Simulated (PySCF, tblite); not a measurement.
# A complex of hydrogen chloride and hydrogen fluoride

A gas-phase complex of hydrogen chloride and hydrogen fluoride; neutral, singlet. The structure comes from a short search (6 tight-binding starts) and was relaxed by PBE0-D3(BJ)/def2-TZVPD; another way of binding may lie lower. Frequencies by PBE0-D3(BJ)/def2-TZVPD show no clear imaginary mode.

| part | name | SMILES | atoms | charge | multiplicity |
| --- | --- | --- | --- | --- | --- |
| 1 | hydrogen chloride | Cl | 1–2 | 0 | 1 |
| 2 | hydrogen fluoride | F | 3–4 | 0 | 1 |

Coordinates in Å:
```
Cl1     0.799    0.021   -0.125
H2     -0.402   -0.124    0.300
F3      1.915   -1.297    2.549
H4      1.685   -0.897    1.743
```

```tsv
contact	kind (by geometry)	distance (Å)	angle (°)
H4···Cl1	hydrogen bond	2.262	171
```

Interaction energies are complex less parts, with the parts frozen as they stand in it; counterpoise-corrected, in kcal/mol (PySCF). The CCSD(T) estimate is Hartree-Fock/aug-cc-pVQZ, plus the MP2 correlation part extrapolated as X⁻³ from aug-cc-pVTZ and aug-cc-pVQZ, plus CCSD(T) less MP2 in aug-cc-pVDZ; noble-gas cores are frozen. It isn't the exact limit.

| level | interaction | superposition error removed |
| --- | --- | --- |
| Hartree-Fock/aug-cc-pVQZ | -1.36 | - |
| wB97M-D3(BJ)/def2-TZVPD | -2.97 | -0.08 |
| PBE0-D3(BJ)/def2-TZVPD | -3.45 | -0.08 |
| MP2/aug-cc-pVQZ | -2.92 | -0.31 |

Problem. What does CCSD(T) at its estimated basis limit give, and which of these levels comes nearest?

Solution. -2.90 kcal/mol. wB97M-D3(BJ)/def2-TZVPD and MP2/aug-cc-pVQZ come equally near, within the error of the estimate; the errors are Hartree-Fock/aug-cc-pVQZ +1.54, wB97M-D3(BJ)/def2-TZVPD -0.07, PBE0-D3(BJ)/def2-TZVPD -0.55, MP2/aug-cc-pVQZ -0.02.

Problem. What holds them together? Decompose the wB97M-D3(BJ)/def2-TZVPD energy: frozen parts, their antisymmetrised product, then relaxation.

Solution. electrostatic -4.1, Pauli repulsion +4.9, orbital relaxation -3.2, dispersion correction -0.6 kcal/mol, which sum to the value before the counterpoise correction; the Pauli term holds the exchange-correlation of the frozen density too. Of the attraction, 52 % is electrostatic, 40 % is orbital relaxation, 8 % is dispersion correction.

The parts were also relaxed and run alone, at the levels used for the complex: vibrations by PBE0-D3(BJ)/def2-TZVPD; shieldings by PBE0/pcSseg-2; core levels by delta-SCF with SCAN, pcX-2 on the ionised atom and pcseg-1 elsewhere, spin-free X2C (2p3/2 is the spin-free 2p value less a third of a first-order spin-orbit splitting).

Values alone: F3–H4 bond (Å): 0.921; stretch carried by H4 (cm⁻¹, harmonic): 4145; its infrared intensity (km/mol): 115; shielding of H4 (ppm): 29.16; shielding of Cl1 (ppm): 945.4; shielding of F3 (ppm): 410.5; Cl1 2p3/2 core level (eV): 207.39; F3 1s core level (eV): 694.11.

Problem. What does binding change?

Solution. 
```tsv
property	alone	in the complex	change
F3–H4 bond (Å)	0.921	0.929	+0.008
stretch carried by H4 (cm⁻¹, harmonic)	4145	3958	-187
its infrared intensity (km/mol)	115	593	
shielding of H4 (ppm)	29.16	27.37	-1.79
shielding of Cl1 (ppm)	945.4	931.5	-13.8
shielding of F3 (ppm)	410.5	393.4	-17.2
Cl1 2p3/2 core level (eV)	207.39	208.18	+0.79
F3 1s core level (eV)	694.11	693.14	-0.98
```

Problem. What are the binding energy from relaxed parts (wB97M-D3(BJ)/def2-TZVPD), and ΔH and ΔG of association at 298.15 K and 1 atm?

Solution. -2.95 kcal/mol, -1.54 with zero-point energy; ΔH -2.2 and ΔG +3.6 kcal/mol, from harmonic vibrations by PBE0-D3(BJ)/def2-TZVPD with low modes damped.
